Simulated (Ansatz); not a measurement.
Rutile MnO2, treated with PBEsol-D3(BJ) (plane waves, PAW; Ansatz, a first-principles code).

Numerical settings: plane-wave cutoff 520 eV, 8×8×12 k mesh (along the axes of the cell as run), Fermi–Dirac smearing 0.01 eV, spin-polarised with opposed moments, scalar-relativistic PAW data made under PBE.

Equation-of-state points:

```json
[
 {"V (Å³/atom)": "8.567", "E − E_lowest (meV/atom)": "12.28"},
 {"V (Å³/atom)": "8.746", "E − E_lowest (meV/atom)": "2.96"},
 {"V (Å³/atom)": "8.924", "E − E_lowest (meV/atom)": "0.00"},
 {"V (Å³/atom)": "9.103", "E − E_lowest (meV/atom)": "2.75"},
 {"V (Å³/atom)": "9.281", "E − E_lowest (meV/atom)": "10.59"}
]
```

Question: Estimate the bulk modulus and its pressure derivative from these points.

Answer: V0 = 8.924 Å³/atom, B0 = 256 GPa, B′ = 4.5 (fit to the energies at full precision).

Shape and atoms are relaxed at each volume.

Note: the gap of the solid is closed in this run; the collinear magnetic order is the start's and need not be the measured one; this level leaves the solid without a gap, although one is measured; the bulk modulus comes from volumes at which shape and atoms were relaxed.

The computed numbers hold no vibrational or temperature effects.

The result took around 26 core-minutes (rough).
